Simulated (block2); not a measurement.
# NOF (SMILES O=NF): DMRG/ANO-RCC-MB (start occupation bias 0.2)

Wanted: the energy of NOF. 

Program for the calculation: block2 0.5.4.

2 further runs of the same task are left out: 2 set aside as unsound or not needed. Runs told in other sessions of the task aren't counted.

**1. The system as given**

NOF has 3 atoms, charge 0, and is taken as a singlet. SMILES: `O=NF`. The coordinates come from a PBE0-D4/def2-TZVP relaxation.

Bond lengths: O1–N2 1.127 Å, N2–F3 1.483 Å. Angles: O1–N2–F3 110.4°.

**2. The energy at DMRG/ANO-RCC-MB (start occupation bias 0.2)**

The input, prepare.py:

```python
from pyscf import ao2mo, gto, mcscf, scf
from pyscf.tools import fcidump

mol = gto.M(atom="""
O      0.868350     0.242970     0.504740
N      0.148930    -0.482540     0.029910
F     -1.017290     0.239580    -0.534650
""", basis="ano-rcc-mb", charge=0, verbose=3, max_memory=2000)
print("basis functions                = %d" % (mol.nao))
mf = scf.RHF(mol)
mf.conv_tol = 1e-10
mf.max_cycle = 200
mf.kernel()
if not mf.converged:
    mf = mf.newton().run(mf.mo_coeff, mf.mo_occ)
print("SCF energy                     = %.10f" % (mf.e_tot))
cas = mcscf.CASCI(mf, 12, 18)
h1, ecore = cas.get_h1eff()
fcidump.from_integrals("FCIDUMP", h1, cas.get_h2eff(), 12, 18, nuc=ecore, ms=0)
ci = mcscf.CASCI(mf, 12, (9, 9))
ci.fix_spin_(ss=0)
ci.fcisolver.conv_tol = 1e-10
ci.fcisolver.max_cycle = 200
ci.kernel()
print("exact diagonalisation          = %.10f" % (ci.e_tot))
```

The input, dmrg.conf:

```
sym c1
orbitals FCIDUMP
nelec 18
spin 0
irrep 1
occ 2 2 2 2 2 2 2 2 2 0 0 0
cbias 0.2
schedule
0 12 1E-07 1E-03
2 25 1E-07 1E-04
5 50 1E-07 1E-04
8 100 1E-07 1E-05
11 100 1E-08 0.0
end
maxiter 17
sweep_tol 1E-04
fiedler
mem 1g
num_thrds 1
prefix ./tmp
outputlevel 1
onepdm
```

On the command line:

```
$ python prepare.py && block2main dmrg.conf
```

Standard output:

```text
$ python prepare.py
basis functions                = 15
converged SCF energy = -228.410837236632
SCF energy                     = -228.4108372366
CASCI E = -228.584022454098  E(CI) = -86.1805612103551  S^2 = 0.0000000
exact diagonalisation          = -228.5840224541

$ block2main dmrg.conf

[... 34 lines left out ...]
integral sym error =            0
[... 51 lines left out ...]
Final canonical form =  CRRRRRRRRRRR 0
DMRG Energy = -228.584022406216093
[... 17 lines left out ...]
Expectation | Direction =  forward | BRA bond dimension =  100 | KET bond dimension =  100
Time elapsed =      0.045
NPDM Sorting | Nsites =    12 | Nmaxops =  2 | DotSite = 2 | SymbolFree = T | Compressed = T | LowMem = F | Mem = 1.12 KB
Ttotal =      0.000

DMRG OCC =   1.993 1.996 1.987 1.975 1.982 1.945 1.994 1.950 1.908 0.117 0.129 0.027
```

It took 6.1 s on 1 thread of Arm Neoverse V2, shared host; peak memory 0.19 GiB.

**3. Results**

Level: DMRG/ANO-RCC-MB (start occupation bias 0.2), 3 core orbitals frozen.

| quantity | value |
| --- | --- |
| total energy | -228.58402 Eh |

What this shows: The basis was made for a relativistic Hamiltonian, but the run is non-relativistic.
